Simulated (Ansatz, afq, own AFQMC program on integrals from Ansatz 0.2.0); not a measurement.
# NH₂O (quartet): quantum Monte Carlo beside coupled cluster at distance O1–H3 along a hydrogen transfer = 1.198 Å, cc-pVTZ

Aim: compute NH₂O (quartet) with auxiliary-field quantum Monte Carlo on the same integrals as coupled cluster, and set the energies side by side.

Computed with Ansatz 0.2.0, Gaussian basis, and an in-house AFQMC program (afq) on its integrals; all values are calculated. Level: cc-pVTZ, frozen cores.

Plan: PBE (unrestricted); r2SCAN (unrestricted); PBE0 (unrestricted); B3LYP (unrestricted); CCSD(T) on UHF; wB97M-V (unrestricted); B2PLYP (unrestricted); CCSDT(Q) on UHF; CCSD(T) on UHF; CCSD(T) on UHF; Phaseless AFQMC, CISD trial on UHF.

## 1. The geometry

The geometry derives from fragments relaxed apart (PBE0/def2-TZVP) and kept rigid, so it is no stationary point. A hydrogen atom is moved between rigid fragments.

4 atoms, charge 0, spin multiplicity 4.

Atoms are counted from 1 here; the program's logs count them from 0.

Bond lengths: O1–H2 0.960 Å, O1–H3 1.198 Å. Angles: H2–O1–H3 105.1°.

## 2. PBE (unrestricted)

File in.yaml:

```yaml
crystal:
  periodic: [false, false, false]
  atoms:
    - {symbol: O, position_ang: [-1.147879, -0.029165, 0.000000]}
    - {symbol: H, position_ang: [-1.397188, 0.897410, 0.000000]}
    - {symbol: H, position_ang: [0.050121, -0.029165, 0.000000]}
    - {symbol: N, position_ang: [1.408121, -0.029165, 0.000000]}
basis:
  gaussian: {orbitals: cc-pVTZ}
magnetization: {spin_polarized: true, initial_magnetization: 3}
hamiltonian: {xc: {name: PBE}}
output: {orbitals: {seedname: orbitals}}
```

Command:

```console
$ ansatz run in.yaml --threads 1 --pin off --events-out ev --progress --plain --max-ram 5632MiB --backend cpu
```

Output:

```text
Functional definition: PBE
  name "PBE"
  cite "Perdew, Burke & Ernzerhof, Phys. Rev. Lett. 77, 3865 (1996) doi:10.1103/PhysRevLett.77.3865"
  parent pbe
  parameter kappa = 0.804
  parameter beta = 0.06672455060314922
  exchange = pbe_x(kappa = kappa, mu = beta*pi^2/3)
  correlation = pbe_c(beta = beta)
462 factors; their error is unknown
mean field evaluation 1: about -3556.2096 eV, gradient 4.0e1 eV
mean field evaluation 2: about -3457.0992 eV, gradient 1.3e2 eV
mean field evaluation 4: about -3561.4175 eV, gradient 5.1e0 eV
mean field evaluation 8: about -3561.5131 eV, gradient 1.4e-1 eV
mean field evaluation 16: about -3561.5010 eV, gradient 5.6e-5 eV
mean field evaluation 32: about -3556.1887 eV, gradient 2.4e1 eV
mean field -3561.50098485 eV, -130.8827471213 hartree, gradient 1.7e-5 eV, S^2 3.756486; 5 other end points of the search recorded, 0 dependent functions left out
reference -3561.50100326 eV, -130.8827477975 hartree; 10, 7 occupied and 78, 81 virtual orbitals, 462 factors
Total energy: -3561.50100326 eV, -130.8827477975 hartree
```

Run time: 1.9 s. Hardware: 1 thread of AMD EPYC 7R13 (Zen 3), shared host; peak memory 1.8 GiB.

From the report: ⟨S²⟩ of the determinant 3.756 (pure quartet: 3.75).

## 3. r2SCAN (unrestricted)

Edit in.yaml of step 2 so:

```diff
@@ -10,3 +10,2 @@
 magnetization: {spin_polarized: true, initial_magnetization: 3}
-hamiltonian: {xc: {name: PBE}}
-output: {orbitals: {seedname: orbitals}}
+hamiltonian: {xc: {name: r2SCAN}}
```

Same command.

Output:

```text
Functional definition: r2SCAN
  name "r2SCAN"
  cite "Furness, Kaplan, Ning, Perdew & Sun, J. Phys. Chem. Lett. 11, 8208 (2020) doi:10.1021/acs.jpclett.0c02405"
  cite "Furness, Kaplan, Ning, Perdew & Sun, J. Phys. Chem. Lett. 11, 9248 (2020) doi:10.1021/acs.jpclett.0c03077"
  parent r2scan
  parameter k0 = 0.174
  parameter k1 = 0.065
  parameter a1 = 4.9479
  exchange = r2scan_x(k0 = k0, k1 = k1, a1 = a1)
  correlation = r2scan_c
462 factors; their error is unknown
mean field evaluation 1: about -3559.3095 eV, gradient 3.7e1 eV
mean field evaluation 2: about -3481.1596 eV, gradient 1.2e2 eV
mean field evaluation 4: about -3563.7947 eV, gradient 3.8e0 eV
mean field evaluation 8: about -3563.8518 eV, gradient 1.3e-1 eV
mean field evaluation 16: about -3563.8396 eV, gradient 1.3e-4 eV
mean field -3563.83959421 eV, -130.9686894299 hartree, gradient 3.5e-5 eV, S^2 3.763529; 0 other end points of the search recorded, 0 dependent functions left out
reference -3563.83960029 eV, -130.9686896535 hartree; 10, 7 occupied and 78, 81 virtual orbitals, 462 factors
Total energy: -3563.83960029 eV, -130.9686896535 hartree
```

Wall time 1.7 s (1 thread of AMD EPYC 7R13 (Zen 3), shared host); peak memory 1.8 GiB.

From the report: ⟨S²⟩ of the determinant 3.764 (pure quartet: 3.75).

## 4. PBE0 (unrestricted)

Edit in.yaml of step 3 so:

```diff
@@ -10,2 +10,3 @@
 magnetization: {spin_polarized: true, initial_magnetization: 3}
-hamiltonian: {xc: {name: r2SCAN}}
+hamiltonian: {xc: {name: PBE0}}
+output: {orbitals: {seedname: orbitals}}
```

Same command.

Output:

```text
Functional definition: PBE0
  name "PBE0"
  cite "Adamo & Barone, J. Chem. Phys. 110, 6158 (1999) doi:10.1063/1.478522"
  cite "Perdew, Burke & Ernzerhof, Phys. Rev. Lett. 77, 3865 (1996) doi:10.1103/PhysRevLett.77.3865"
  parent pbe
  parameter a = 0.25
  parameter kappa = 0.804
  parameter beta = 0.06672455060314922
  exchange = (1 - a)*pbe_x(kappa = kappa, mu = beta*pi^2/3) + a*exact_x
  correlation = pbe_c(beta = beta)
465 factors; their error is unknown
mean field evaluation 1: about -3557.5652 eV, gradient 3.4e1 eV
mean field evaluation 2: about -3519.1069 eV, gradient 9.1e1 eV
mean field evaluation 4: about -3561.4275 eV, gradient 4.0e0 eV
mean field evaluation 8: about -3561.5126 eV, gradient 1.3e-1 eV
mean field evaluation 16: about -3561.5102 eV, gradient 5.4e-5 eV
mean field -3561.51022181 eV, -130.8830865732 hartree, gradient 2.1e-5 eV, S^2 3.763105; 0 other end points of the search recorded, 0 dependent functions left out
reference -3561.51023525 eV, -130.8830870673 hartree; 10, 7 occupied and 78, 81 virtual orbitals, 465 factors
Total energy: -3561.51023525 eV, -130.8830870673 hartree
```

Wall time 0.97 s (1 thread of AMD EPYC 7R13 (Zen 3), shared host); peak memory 1.8 GiB.

From the report: ⟨S²⟩ of the determinant 3.763 (pure quartet: 3.75).

## 5. B3LYP (unrestricted)

Edit in.yaml of step 4 so:

```diff
@@ -10,3 +10,2 @@
 magnetization: {spin_polarized: true, initial_magnetization: 3}
-hamiltonian: {xc: {name: PBE0}}
-output: {orbitals: {seedname: orbitals}}
+hamiltonian: {xc: {name: B3LYP}}
```

The command is unchanged.

Output, cut to the lines that bear on the results:

```text
Functional definition: B3LYP
  name "B3LYP"
  cite "Stephens, Devlin, Chabalowski & Frisch, J. Phys. Chem. 98, 11623 (1994) doi:10.1021/j100096a001"
  cite "Becke, Phys. Rev. A 38, 3098 (1988) doi:10.1103/PhysRevA.38.3098"
  cite "Lee, Yang & Parr, Phys. Rev. B 37, 785 (1988) doi:10.1103/PhysRevB.37.785"
  cite "Vosko, Wilk & Nusair, Can. J. Phys. 58, 1200 (1980) doi:10.1139/p80-159"
[...]
462 factors; their error is unknown
[...]
mean field -3565.53622772 eV, -131.0310395616 hartree, gradient 2.5e-5 eV, S^2 3.761969; 1 other end points of the search recorded, 0 dependent functions left out
reference -3565.53636180 eV, -131.0310444888 hartree; 10, 7 occupied and 78, 81 virtual orbitals, 462 factors
Total energy: -3565.53636180 eV, -131.0310444888 hartree
```

It took 1.1 s on 1 thread of AMD EPYC 7R13 (Zen 3), shared host; peak memory 1.8 GiB.

From the report: ⟨S²⟩ of the determinant 3.762 (pure quartet: 3.75).

## 6. CCSD(T) on UHF

Edit in.yaml of step 5 so:

```diff
@@ -10,2 +10,2 @@
 magnetization: {spin_polarized: true, initial_magnetization: 3}
-hamiltonian: {xc: {name: B3LYP}}
+correlation: {method: ccsd_t, electrons: outside_noble_gas, hamiltonian_folder: ham}
```

Command:

```console
$ ansatz run in.yaml --threads 1 --pin off --events-out ev --progress --plain --max-ram 16896MiB --backend cuda --devices 0, --max-vram 18GiB
```

Output, cut to the lines that bear on the results:

```text
Functional definition: HF
  name "HF"
  cite "Fock, Z. Phys. 61, 126 (1930) doi:10.1007/BF01340294"
  parent pbe
[...]
524 factors; integrals over basis functions are off by at most 9.9e-4 eV
[...]
mean field -3548.16396654 eV, -130.3926207385 hartree, gradient 3.7e-6 eV, S^2 3.791266; 4 other end points of the search recorded, 0 dependent functions left out
determinant -3548.16396654 eV, -130.3926207385 hartree, with singles and doubles -3559.00644772 eV, -130.7910745725 hartree
determinant -3546.02859523 eV, -130.3141472903 hartree, with singles and doubles -3556.45630819 eV, -130.6973586733 hartree
2 core orbitals not correlated: weight in the atoms' cores, before any rotation towards them, 1.000 or more for the frozen orbitals, at most 0.000 for the correlated occupied ones
reference -3548.16396654 eV, -130.3926207385 hartree; 8, 5 occupied and 78, 81 virtual orbitals, 524 factors
second order -10.17141443 eV of doubles, -0.00000000 eV of singles
cycle   1  -10.75070993 eV  change    -1.1e0 eV  update   1.8e-2
[...]
cycle  10  -10.78551277 eV  change    5.7e-6 eV  update   9.9e-6
perturbative correction -0.35312322 eV, -0.0129770389 hartree
Total energy: -3559.30260253 eV, -130.8019580611 hartree
```

It took 7 s on 1 × NVIDIA H100 80GB HBM3 with 1 thread of AMD EPYC 7R13 (Zen 3), shared host; peak host memory 1.8 GiB.

From the report: ⟨S²⟩ of the determinant 3.791 (pure quartet: 3.75); correlation -11.1386 eV; T1 0.016; largest double amplitude 0.04.

This run also writes the integrals to the folder ham.

## 7. wB97M-V (unrestricted)

Edit in.yaml of step 6 so:

```diff
@@ -10,2 +10,3 @@
 magnetization: {spin_polarized: true, initial_magnetization: 3}
-correlation: {method: ccsd_t, electrons: outside_noble_gas, hamiltonian_folder: ham}
+hamiltonian: {xc: {name: wB97M-V}}
+output: {orbitals: {seedname: orbitals}}
```

Command:

```console
$ ansatz run in.yaml --threads 1 --pin off --events-out ev --progress --plain --max-ram 5632MiB --backend cpu
```

Output, cut to the lines that bear on the results:

```text
Functional definition: wB97M-V
  name "wB97M-V"
  cite "Mardirossian & Head-Gordon, J. Chem. Phys. 144, 214110 (2016) doi:10.1063/1.4952647"
  cite "Becke, J. Chem. Phys. 107, 8554 (1997) doi:10.1063/1.475007"
  cite "Vydrov & Van Voorhis, J. Chem. Phys. 133, 244103 (2010) doi:10.1063/1.3521275"
  # Of w^i u^j: cxij and so on, Table III.
[...]
  gx(w, u) = 1 - cx + cx01*u + cx10*w
  gss(w, u) = css00 + css04*u^4 + css10*w + css20*w^2 + css43*w^4*u^3
  gos(w, u) = cos00 + cos10*w + (cos20 + cos21*u)*w^2 + (cos60 + cos61*u)*w^6
[...]
      + integral(e_c_pw_mod_opposite_spin*gos(b97_w_opposite, b97_u_opposite)) + vv10(b, c)
462 factors; their error is unknown
96 factors; integrals over basis functions are off by at most 9.8e-5 eV
[...]
mean field -3564.08082617 eV, -130.9775545410 hartree, gradient 6.5e-5 eV, S^2 3.761994; 0 other end points of the search recorded, 0 dependent functions left out
reference -3564.08084917 eV, -130.9775553861 hartree; 10, 7 occupied and 78, 81 virtual orbitals, 462 factors
Total energy: -3564.08084917 eV, -130.9775553861 hartree
```

Run time: 2.6 s. Hardware: 1 thread of AMD EPYC 7R13 (Zen 3), shared host; peak memory 1.8 GiB.

From the report: ⟨S²⟩ of the determinant 3.762 (pure quartet: 3.75).

## 8. B2PLYP (unrestricted)

Edit in.yaml of step 7 so:

```diff
@@ -10,3 +10,3 @@
 magnetization: {spin_polarized: true, initial_magnetization: 3}
-hamiltonian: {xc: {name: wB97M-V}}
-output: {orbitals: {seedname: orbitals}}
+hamiltonian: {xc: {name: B2PLYP}}
+correlation: {electrons: outside_noble_gas}
```

Launched as before.

Output, cut to the lines that bear on the results:

```text
Functional definition: B2PLYP
  name "B2PLYP"
  cite "Grimme, J. Chem. Phys. 124, 034108 (2006) doi:10.1063/1.2148954"
  cite "Becke, Phys. Rev. A 38, 3098 (1988) doi:10.1103/PhysRevA.38.3098"
  cite "Lee, Yang & Parr, Phys. Rev. B 37, 785 (1988) doi:10.1103/PhysRevB.37.785"
[...]
524 factors; integrals over basis functions are off by at most 9.9e-4 eV
[...]
mean field -3559.63180186 eV, -130.8140559131 hartree, gradient 4.3e-6 eV, S^2 3.774138; 1 other end points of the search recorded, 0 dependent functions left out
2 core orbitals not correlated: weight in the atoms' cores, before any rotation towards them, 1.000 or more for the frozen orbitals, at most 0.000 for the correlated occupied ones
reference -3559.63188565 eV, -130.8140589924 hartree; 8, 5 occupied and 78, 81 virtual orbitals, 524 factors
second order -12.32533315 eV of doubles, -0.00000000 eV of singles
Total energy: -3562.95972560 eV, -130.9363548549 hartree
```

Wall time 1.9 s (1 thread of AMD EPYC 7R13 (Zen 3), shared host); peak memory 1.8 GiB.

From the report: ⟨S²⟩ of the determinant 3.774 (pure quartet: 3.75).

## 9. CCSDT(Q) on UHF

Edit in.yaml of step 8 so:

```diff
@@ -10,3 +10,2 @@
 magnetization: {spin_polarized: true, initial_magnetization: 3}
-hamiltonian: {xc: {name: B2PLYP}}
-correlation: {electrons: outside_noble_gas}
+correlation: {method: ccsdt_q, electrons: outside_noble_gas}
```

Command:

```console
$ ansatz run in.yaml --threads 1 --pin off --events-out ev --progress --plain --max-ram 16896MiB --backend cuda --devices 0, --max-vram 18GiB
```

Output, cut to the lines that bear on the results:

```text
Functional definition: HF
  name "HF"
  cite "Fock, Z. Phys. 61, 126 (1930) doi:10.1007/BF01340294"
  parent pbe
[...]
1098 factors; integrals over basis functions are off by at most 1.9e-7 eV
[...]
mean field -3548.16398476 eV, -130.3926214080 hartree, gradient 3.2e-6 eV, S^2 3.791266; 4 other end points of the search recorded, 0 dependent functions left out
determinant -3548.16398476 eV, -130.3926214080 hartree, with singles and doubles -3559.00649405 eV, -130.7910762752 hartree
determinant -3546.02860676 eV, -130.3141477138 hartree, with singles and doubles -3556.45634108 eV, -130.6973598819 hartree
2 core orbitals not correlated: weight in the atoms' cores, before any rotation towards them, 1.000 or more for the frozen orbitals, at most 0.000 for the correlated occupied ones
reference -3548.16398476 eV, -130.3926214080 hartree; 8, 5 occupied and 78, 81 virtual orbitals, 1098 factors
second order -10.17144279 eV of doubles, -0.00000000 eV of singles
cycle   1  -10.43634310 eV  change   -2.6e-1 eV  update   7.8e-2
[...]
cycle  20  -11.15812142 eV  change   -1.4e-6 eV  update   1.2e-6
perturbative correction -0.01986321 eV, -0.0007299593 hartree
Total energy: -3559.34196939 eV, -130.8034047664 hartree
```

Run time: 34 s. Hardware: 1 × NVIDIA H100 80GB HBM3 with 1 thread of AMD EPYC 7R13 (Zen 3), shared host; peak host memory 1.8 GiB.

From the report: ⟨S²⟩ of the determinant 3.791 (pure quartet: 3.75); correlation -11.1780 eV; T1 0.018; largest double amplitude 0.05.

## 10. CCSD(T) on UHF

Edit in.yaml of step 9 so:

```diff
@@ -8,4 +8,4 @@
 basis:
-  gaussian: {orbitals: cc-pVTZ}
+  gaussian: {orbitals: def2-TZVPP}
 magnetization: {spin_polarized: true, initial_magnetization: 3}
-correlation: {method: ccsdt_q, electrons: outside_noble_gas}
+correlation: {method: ccsd_t, electrons: outside_noble_gas}
```

Launched as before.

Output, cut to the lines that bear on the results:

```text
Functional definition: HF
  name "HF"
  cite "Fock, Z. Phys. 61, 126 (1930) doi:10.1007/BF01340294"
  parent pbe
[...]
559 factors; integrals over basis functions are off by at most 9.8e-4 eV
[...]
mean field -3548.35733349 eV, -130.3997268427 hartree, gradient 5.7e-6 eV, S^2 3.791077; 4 other end points of the search recorded, 0 dependent functions left out
determinant -3548.35733349 eV, -130.3997268427 hartree, with singles and doubles -3559.16893538 eV, -130.7970458838 hartree
determinant -3546.21035379 eV, -130.3208267941 hartree, with singles and doubles -3556.59668214 eV, -130.7025173208 hartree
2 core orbitals not correlated: weight in the atoms' cores, before any rotation towards them, 1.000 or more for the frozen orbitals, at most 0.000 for the correlated occupied ones
reference -3548.35733349 eV, -130.3997268427 hartree; 8, 5 occupied and 80, 83 virtual orbitals, 559 factors
second order -10.14329245 eV of doubles, -0.00000000 eV of singles
cycle   1  -10.72629641 eV  change    -1.1e0 eV  update   1.8e-2
[...]
cycle  10  -10.75853882 eV  change    2.8e-6 eV  update   1.0e-5
perturbative correction -0.35437603 eV, -0.0130230789 hartree
Total energy: -3559.47024834 eV, -130.8081189311 hartree
```

Run time: 5.5 s. Hardware: 1 × NVIDIA H100 80GB HBM3 with 1 thread of AMD EPYC 7R13 (Zen 3), shared host; peak host memory 1.8 GiB.

From the report: ⟨S²⟩ of the determinant 3.791 (pure quartet: 3.75); correlation -11.1129 eV; T1 0.017; largest double amplitude 0.05.

## 11. CCSD(T) on UHF

Edit in.yaml of step 10 so:

```diff
@@ -8,3 +8,3 @@
 basis:
-  gaussian: {orbitals: def2-TZVPP}
+  gaussian: {orbitals: "def2-QZVPP.json"}
 magnetization: {spin_polarized: true, initial_magnetization: 3}
```

The command is unchanged.

Output, cut to the lines that bear on the results:

```text
Functional definition: HF
  name "HF"
  cite "Fock, Z. Phys. 61, 126 (1930) doi:10.1007/BF01340294"
  parent pbe
[...]
1081 factors; integrals over basis functions are off by at most 1.5e-3 eV
[...]
mean field -3548.51904211 eV, -130.4056695250 hartree, gradient 3.2e-6 eV, S^2 3.790684; 4 other end points of the search recorded, 0 dependent functions left out
determinant -3548.51904211 eV, -130.4056695250 hartree, with singles and doubles -3560.14866196 eV, -130.8330501717 hartree
determinant -3546.37473266 eV, -130.3268676062 hartree, with singles and doubles -3557.59066018 eV, -130.7390453402 hartree
2 core orbitals not correlated: weight in the atoms' cores, before any rotation towards them, 1.000 or more for the frozen orbitals, at most 0.000 for the correlated occupied ones
reference -3548.51904211 eV, -130.4056695250 hartree; 8, 5 occupied and 164, 167 virtual orbitals, 1081 factors
second order -10.97307895 eV of doubles, -0.00000000 eV of singles
cycle   1  -11.41551445 eV  change    -1.2e0 eV  update   2.2e-2
[...]
cycle  10  -11.45900492 eV  change    7.6e-6 eV  update   1.6e-5
perturbative correction -0.41742289 eV, -0.0153400084 hartree
Total energy: -3560.39546992 eV, -130.8421201968 hartree
```

It took 8 s on 1 × NVIDIA H100 80GB HBM3 with 1 thread of AMD EPYC 7R13 (Zen 3), shared host; peak host memory 1.8 GiB.

From the report: ⟨S²⟩ of the determinant 3.791 (pure quartet: 3.75); correlation -11.8764 eV; T1 0.017; largest double amplitude 0.06.

## 12. Phaseless AFQMC, CISD trial on UHF

It reads the integrals that the CCSD(T) run on this determinant wrote.

Command:

```console
$ afq ham --method phaseless --trial cisd --walkers 1500 --populations 20 --least-time 60 --time-step 0.005 --steps-per-block 50 --equilibration-blocks 28 --max-blocks 4000 --target-error 0.00021 --factor-cut 1e-05 --start spin_pure --seed 2375 --release-times 0.24,0.51,0.99,1.62,2.4 --release-step 0.03 --release-every 3 --taylor-order 6
```

Output:

```text
orbitals 86  electrons 8 5  factors 524 of 524
reference energy -130.39262074 Eh
CCSD correlation -0.39636055 Eh in 13 cycles, weight of the determinant in the CISD state 0.8906
energy of the start -130.786432 Eh
 block  time / (1/Eh)  mean weight  energy / Eh
     1     0.250  1.0000  -130.786882
     2     0.500  0.9996  -130.793700
     3     0.750  0.9997  -130.796638
     4     1.000  1.0001  -130.798226
     5     1.250  0.9998  -130.800993
     6     1.500  1.0000  -130.803549
     7     1.750  1.0008  -130.802168
     8     2.000  1.0003  -130.801497
     9     2.250  1.0003  -130.803127
    10     2.500  0.9999  -130.802515
    13     3.250  0.9999  -130.804073
    17     4.250  1.0002  -130.804492
    21     5.250  1.0002  -130.802561
    25     6.250  1.0001  -130.801548
    29     7.250  1.0006  -130.804562
    33     8.250  0.9989  -130.805392
    37     9.250  1.0005  -130.805259
    41    10.250  0.9996  -130.801229
    45    11.250  1.0007  -130.802695
    49    12.250  1.0001  -130.801056
    53    13.250  1.0002  -130.800832
    57    14.250  1.0005  -130.803210
    61    15.250  1.0007  -130.802369
    65    16.250  1.0006  -130.801822
    69    17.250  1.0009  -130.804550
    73    18.250  0.9998  -130.799980
    77    19.250  0.9999  -130.800287
    81    20.250  0.9993  -130.803046
    85    21.250  0.9994  -130.802799
    89    22.250  0.9996  -130.802666
    93    23.250  0.9996  -130.803301
    97    24.250  1.0004  -130.804849
   101    25.250  0.9991  -130.802789
   105    26.250  0.9999  -130.805016
   109    27.250  0.9997  -130.803596
   113    28.250  1.0006  -130.803124
   117    29.250  0.9993  -130.801041
   121    30.250  1.0005  -130.804110
   125    31.250  0.9993  -130.801677
   129    32.250  1.0000  -130.802505
   133    33.250  1.0004  -130.804219
   137    34.250  1.0008  -130.800271
   141    35.250  1.0000  -130.802710
   145    36.250  1.0005  -130.800957
   149    37.250  0.9998  -130.803705
   153    38.250  1.0009  -130.803070
   157    39.250  0.9997  -130.800623
   161    40.250  1.0001  -130.802199
   165    41.250  1.0002  -130.803649
   169    42.250  1.0000  -130.801919
   173    43.250  0.9996  -130.800841
   177    44.250  1.0014  -130.802515
   181    45.250  0.9993  -130.801279
error from the spread of 20 populations
released: time / (1/Eh)  energy / Eh  error  mean overlap
  0.24  -130.803279  0.000178  0.9926
  0.51  -130.802656  0.001136  0.9840
  0.99  -130.804366  0.000188  0.9705
  1.62  -130.804209  0.000349  0.9588
  2.40  -130.802975  0.000541  0.9597
energy -130.802678 +/- 0.000172 Eh
```

Wall time 4 min (1 × NVIDIA H100 80GB HBM3 with 2 threads of AMD EPYC 7R13 (Zen 3), shared host); peak host memory 1.8 GiB.

Energy -3559.3222 ± 0.0047 eV. Caveats: constraint bias not in the error.

## 13. AFQMC on the ladder

On the UHF determinant, counted from CCSDT(Q) (a yardstick, not exact):

```csv
level,energy (eV),from CCSDT(Q) (kcal/mol),statistical error (kcal/mol),time
HF,-3548.1640,+257.77,,
MP2,-3558.3354,+23.21,,
CCSD,-3558.9495,+9.05,,
CCSD(T),-3559.3026,+0.91,,
CCSDT(Q),-3559.3420,0.00,,
"Phaseless AFQMC, CISD trial, step 0.005, 1500 walkers",-3559.3222,+0.46,0.11,4 min
```

The functionals' totals stand on their own zeros and serve differences with other points: PBE -3561.501 eV; r2SCAN -3563.840 eV; PBE0 -3561.510 eV; B3LYP -3565.536 eV; wB97M-V -3564.081 eV; B2PLYP -3562.960 eV.

## 14. Results

```
                                        quantity                  value
                    CCSD(T) on UHF from CCSDT(Q)         +0.91 kcal/mol
Phaseless AFQMC, CISD trial on UHF from CCSDT(Q)  +0.46 ± 0.11 kcal/mol
```

**Reading.** On UHF the phaseless walk with the CISD trial lies +0.46 kcal/mol from CCSDT(Q), 4 times its error bar. Error bars are statistical and leave out the constraint, the time step and what remains of the start.
